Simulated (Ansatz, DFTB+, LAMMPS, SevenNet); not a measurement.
## Elastic constant C33 of hcp Re: levels of theory against measurement

Reference value: 683 GPa (measured, temperature not stated, not corrected to a static lattice; as tabulated in Mehl and Papaconstantopoulos (1996), arXiv:mtrl-th/9602003).

What do Lennard-Jones jacobson2022, GFN1-xTB as cut by DFTB+, SevenNet-l3i5, LDA, PBE, PBEsol, r²SCAN give, and how far is each from the reference?


| level (code) | value (GPa) | cell (Å³/atom) | difference (%) |
|---|---|---|---|
| Lennard-Jones jacobson2022 (LAMMPS) | 1461 | 14.70 | +114 |
| GFN1-xTB as cut by DFTB+ | 212 | 17.23 | -69 |
| SevenNet-l3i5 | 518 | 15.09 | -24 |
| LDA (Ansatz) | 727 | 14.33 | +6.4 |
| PBE (Ansatz) | 664 | 14.95 | -2.8 |
| PBEsol (Ansatz) | 709 | 14.55 | +3.8 |
| r²SCAN (Ansatz) | 705 | 14.70 | +3.2 |

The reference's temperature isn't stated, so close values are not ranked against it. Off by more than 25 %, or 35 % on the side where a correction would as a rule narrow the miss (bounds picked here): Lennard-Jones jacobson2022 (+114 %), GFN1-xTB as cut by DFTB+ (-69 %).

The measured value isn't corrected to a static lattice, so vibrations enter the comparison. A static lattice is as a rule stiffer than a warm one, by over a tenth in soft solids.  Density-functional levels without +SOC have no spin–orbit coupling. GFN1-xTB as cut by DFTB+: the method was fitted mainly to molecules. GFN1-xTB as cut by DFTB+: codes differ in how they cut the long-range tail of xTB's charge interaction in a crystal, so the value belongs to this code. Each level is taken at its own relaxed cell. Cutoffs differ between the levels. Ansatz's density-functional and Hartree–Fock values are scalar-relativistic unless marked +SOC, with PAW data made under PBE.

Empirical potentials (Lennard-Jones jacobson2022) are fitted to chosen data: where that held the value shown, agreement is built in, and what lay outside the fit can be far off. Machine-learned potentials (SevenNet-l3i5) are trained on DFT data: a solid inside that data is no test of them.

Differences are worked out from the printed values.

Ansatz is a quantum-chemistry and plane-wave program.
